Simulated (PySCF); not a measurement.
Values are calculated unless marked as measured or tabulated.
**C2H3ClF**

C2H3ClF is a small molecule (built as: C site whose three back bonds go to CH3, F, Cl), neutral, doublet. The structure, one conformer, was relaxed in the gas phase by PBE0-D3(BJ)/def2-SVP. No frequency run checks that it is a minimum.

SMILES: C[C](F)Cl

```xyz
7

C     0.806    0.002    0.194
C    -0.650   -0.205    0.016
F     1.582   -0.640   -0.673
Cl    1.371    1.598    0.540
H    -1.203    0.231    0.857
H    -0.863   -1.283   -0.037
H    -1.012    0.263   -0.919
```
(Å; atoms numbered from 1)

EPR values by unrestricted B3LYP, IGLO-III on C Cl F, pcH-1 on H.

(1) Predict g and the largest hyperfine couplings. Where does the spin sit?

(2) How do the isotropic couplings move with BHandHLYP?

## Answers

(1) g = 2.0015, 2.0058, 2.0085. The spin sits on C1 (87 %, bonded to 1 C + 1 Cl + 1 F) by Mulliken populations.
| atom | isotope | isotropic (MHz) | dipolar, principal values (MHz) |
| --- | --- | --- | --- |
| F3 | 19F | 196.9 | -212.5, -187.3, 399.8 |
| C1 | 13C | 335.1 | -77.3, -75.0, 152.3 |
| H7 | 1H | 117.0 | -4.4, -2.2, 6.5 |
| Cl4 | 35Cl | 20.9 | -26.9, -18.3, 45.2 |
| H6 | 1H | 23.0 | -5.9, -4.9, 10.8 |
| H5 | 1H | 13.5 | -5.8, -4.8, 10.6 |

(2) F3 196.9 to 244.9 MHz, C1 335.1 to 379.4 MHz, H7 117.0 to 118.3 MHz, Cl4 20.9 to 22.9 MHz.
